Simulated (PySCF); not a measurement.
isobutene cation (C₄H₈), SMILES C=C(C)C (connectivity only; charge and spin as stated), charge +1, multiplicity 2. Atoms are numbered in the order given.

```xyz
12

C     -1.2771     0.0184    -0.6739
C      0.0000     0.0000     0.0573
C      1.2771    -0.0184    -0.6739
C      0.0000     0.0000     1.4854
H     -1.1868     0.4840    -1.6667
H     -1.5279    -1.0516    -0.8696
H     -2.1120     0.4371    -0.0951
H      1.5279     1.0516    -0.8696
H      2.1120    -0.4371    -0.0951
H      1.1868    -0.4840    -1.6667
H      0.9396     0.0344     2.0466
H     -0.9396    -0.0344     2.0466
```
Charge +1, spin multiplicity 2.

Geometry optimised at TPSSh-D3(BJ)/def2-SVP. The spin state was assumed, not searched.

Calculation: PBE/pcH-1 in PySCF.

Unrestricted Kohn–Sham, ⟨S²⟩ = 0.752. Hyperfine tensors hold the contact and dipolar terms, without spin-orbit corrections.

Problem. Estimate the hyperfine couplings. (The exact figures need the calculation; the answer reports its results.)

Solution. 
```csv
nucleus,A(iso) (MHz),A(iso) (G),dipolar principal values (MHz)
13C no. 1,-8.6,-3.1,"-5.4, -2.8, 8.2"
13C no. 2,-0.6,-0.2,"-22.5, -18.5, 41.1"
13C no. 3,-8.6,-3.1,"-5.4, -2.8, 8.2"
13C no. 4,48.4,17.3,"-56.6, -55.3, 111.9"
1H no. 5,23.7,8.5,"-3.4, -2.9, 6.3"
1H no. 6,126.6,45.2,"-5.3, -2.0, 7.3"
1H no. 7,17.7,6.3,"-4.4, -1.1, 5.5"
1H no. 8,126.6,45.2,"-5.3, -2.0, 7.3"
1H no. 9,17.7,6.3,"-4.4, -1.1, 5.5"
1H no. 10,23.7,8.5,"-3.4, -2.9, 6.3"
1H no. 11,-44.0,-15.7,"-24.9, -4.4, 29.4"
1H no. 12,-44.0,-15.7,"-24.9, -4.4, 29.4"
```
